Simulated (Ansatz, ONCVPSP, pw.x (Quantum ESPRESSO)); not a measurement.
**magnesium: one change to the ONCV potential, in the atom and in the fcc crystal**

ONCVPSP 4.0.1.1 (patched build) input, shortened (lines: element, Z, core and valence counts, functional; n l f; lmax; l rc ep ncon nbas qcut; lloc lpopt rc5 dvloc0; l nproj debl; icmod fcfact rcfact), PBEsol, scalar-relativistic:

```
  Mg 12.00    3    1  -116133      upf
    1    0    2.00
    2    0    2.00
    2    1    6.00
    3    0    2.00
    1
    0    2.10    0.00    4    8    3.00
    1    2.25    0.02    4    7    3.20
    4    2    1.90    1.00
    0    2    2.90
    1    3    3.00
    0    0.00    0.00
```

Change: local potential polynomial inside 1.90 bohr (lpopt 2, dvloc0 -2 Ha).

Cutoffs, loose and tight: the cutoffs (Ha) at which the residual kinetic energy of the hardest occupied pseudo-wave falls to 1 and 0.1 mHa per electron. They do not see the model core or the augmentation charge, which bear on the density cutoff. Test errors are all-electron minus pseudo excitation energies from the reference, over the configurations 3s1; 3s1.5; 3s1 3p1; 3s0 3p2; variants that change the core or the reference have their own tests.

Crystal test: fcc Mg in pw.x 7.5, no spin, 13³ k-points, Fermi–Dirac smearing 0.01 Ry, cutoffs set for each file from its atomic test. The reference is all-electron LAPW (Ansatz 0.2.0) with the same functional, mesh and smearing; V0 and B0 come from Birch–Murnaghan fits to the pressures at five volumes. Errors are pseudo minus all-electron; Δ is the rms difference of the E(V) curves that follow from these fits, minima aligned, over ±6 % about the mean V0. Mesh and smearing are coarse, so the numbers serve the comparison and aren't converged zero-temperature values; the lattice is a test structure that the element need not adopt.

All-electron: a0 = 4.495 Å (V0 = 22.71 Å³/atom), B0 = 36.4 GPa.

Problem. Does the change bring the crystal closer to the all-electron result?

Solution. The mean pressure error goes from +1.36 to -0.48 GPa, so the change moves the solid closer to the all-electron pressures.

| quantity | base | changed |
| --- | --- | --- |
| outcome (atom) | generated | generated |
| cutoff, loose (atom) | 3.6 Ha | 3.6 Ha |
| cutoff, tight (atom) | 7.0 Ha | 7.0 Ha |
| bound ghosts (atom) | none | none |
| largest test error (meV) (atom) | +6.4 over the solved tests; 1 of 4 tests not solved or not reliable | +6.4 over the solved tests; 1 of 4 tests not solved or not reliable |
| cutoffs in pw.x (Ry) | 35/140 | 35/140 |
| a0 (Å) | 4.551 | 4.475 |
| a0 error (%) | +1.24 | -0.45 |
| B0 error (%) | -5.7 | -2.3 |
| Δ (meV/atom) | 6.6 | 2.5 |
| mean pressure error (GPa) | +1.36 | -0.48 |

Base: This is a poor potential for the solid. Atomic configuration tests: 1 of 4 tests not solved or not reliable. The cutoffs count occupied waves only; projector 3 of the p channel, the hardest unoccupied one, needs 51 Ha at the loose tolerance. Changed file: Atomic configuration tests: 1 of 4 tests not solved or not reliable. The cutoffs count occupied waves only; projector 3 of the p channel, the hardest unoccupied one, needs 51 Ha at the loose tolerance.
